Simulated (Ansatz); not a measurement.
The cluster Si₃⁻. Total charge -1; doublet. Geometry PBE-D4/def2-TZVPD; atoms count from 1.

| atom | x (Å) | y (Å) | z (Å) |
| --- | --- | --- | --- |
| Si1 | -0.613 | 1.228 | 0.063 |
| Si2 | 1.356 | -0.206 | 0.073 |
| Si3 | -0.743 | -1.022 | -0.136 |

The structure comes from a short search, and lower isomers may exist.

Estimate the Mulliken populations from the PBE0/def2-TZVPD orbitals of Ansatz.


| atom | charge (e) | spin (α − β) |
| --- | --- | --- |
| Si1 | -0.31 | 0.42 |
| Si2 | -0.31 | 0.42 |
| Si3 | -0.37 | 0.17 |
Mulliken values depend strongly on the basis. With diffuse functions, as here, like atoms can get unlike values, and bond orders can come out too low or too high.

Where does the spin sit?

Summed by element: Si 1.00, of 1 unpaired in all. Largest on single atoms: Si1 0.42, Si2 0.42, Si3 0.17.

And the Mayer bond orders between heavy atoms (over 0.3)?

Si1–Si2 1.12 (2.44 Å); Si1–Si3 1.44 (2.26 Å); Si2–Si3 1.44 (2.26 Å).
